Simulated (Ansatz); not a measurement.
Tin, beta-Sn (white tin): convergence with Methfessel-Paxton smearing

Computed with Ansatz, PBE, scalar-relativistic PAW, on the relaxed cell (a = 5.956 Å, c = 3.206 Å (c/a = 0.538); spin not included). Errors count from a run at 420 eV on a Γ-centred 18×18×12 mesh with Fermi-Dirac smearing of 0.1 eV, extrapolated to zero width. Fixed here: cutoff 420 eV, mesh 11×11×8. The SCF starts from atomic densities corrected by a trained network.

```json
{"width (eV)": "0.01", "E(σ→0) error (meV/atom)": "-5.2", "F error (meV/atom)": "-5.3", "P (GPa)": "-0.05", "SCF iterations": "5"}
{"width (eV)": "0.03", "E(σ→0) error (meV/atom)": "-5.3", "F error (meV/atom)": "-5.3", "P (GPa)": "-0.05", "SCF iterations": "6"}
{"width (eV)": "0.1", "E(σ→0) error (meV/atom)": "-5.4", "F error (meV/atom)": "-5.4", "P (GPa)": "-0.05", "SCF iterations": "6"}
{"width (eV)": "0.2", "E(σ→0) error (meV/atom)": "-5.2", "F error (meV/atom)": "-5.0", "P (GPa)": "-0.06", "SCF iterations": "6"}
{"width (eV)": "0.3", "E(σ→0) error (meV/atom)": "-4.9", "F error (meV/atom)": "-4.4", "P (GPa)": "-0.07", "SCF iterations": "6"}
{"width (eV)": "0.6", "E(σ→0) error (meV/atom)": "-3.5", "F error (meV/atom)": "-2.4", "P (GPa)": "-0.08", "SCF iterations": "6"}
```

What does the run at 1.0 give (width)?

E(σ→0) error (meV/atom): -1.2; F error (meV/atom): 1.2; P (GPa): -0.06; SCF iterations: 6.
